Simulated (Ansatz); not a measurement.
A made-up structure of CH$_{7}$OSi (charge +1), singlet:

```xyz
10
angstrom
C -1.3686 0.1599 -0.3244
Si 0.2889 -0.6127 -0.3184
O 1.3275 0.5474 0.6787
H -0.2212 0.7108 -0.3872
H -1.3523 1.1543 -0.7748
H -2.0331 -0.4709 -0.9256
H 0.4384 -1.8704 0.4340
H 1.0960 -0.5482 -1.5485
H 2.2750 0.6492 0.5018
H 1.1290 0.7749 1.5995
```

It is relaxed with PBE-D4/def2-SVP and then PBE0-D4/def2-TZVP (Ansatz 0.2.0). Atoms count as bonded within 1.22 times the sum of their covalent radii (H–H: 0.88 Å). The end point is not checked to be a true minimum.

**Question.** Does its bonding change? (Judge from chemistry; the calculation decides.)

**Answer.** Computed: Yes. Formed: none; broken: Si2–H4.

Where it ends: The first stage lowers the energy by 5.64 eV in 13 steps. It ends as CH₇OSi ([CH3][SiH2][OH2]), total charge +1:
C1  (-1.106, 0.328, -0.679)
Si2  (0.384, -0.647, -0.264)
O3  (1.448, 0.531, 0.684)
H4  (-0.863, 1.205, -1.284)
H5  (-1.658, 0.637, 0.212)
H6  (-1.775, -0.310, -1.267)
H7  (0.217, -1.745, 0.704)
H8  (1.357, -0.930, -1.333)
H9  (2.415, 0.465, 0.658)
H10  (1.160, 0.960, 1.504)
(Å)

Labels in which every atom is bracketed show which atoms are joined, not bond orders.

For scale, one of the runs: PBE0-D4/def2-TZVP relaxation, 141 basis functions, launched by `ansatz run in.yaml --threads 2 --pin off --events-out ev --progress --plain --max-ram 4352MiB`. Hardware: 2 CPU threads of an Arm Neoverse V2, shared host. Wall time about 17 s.
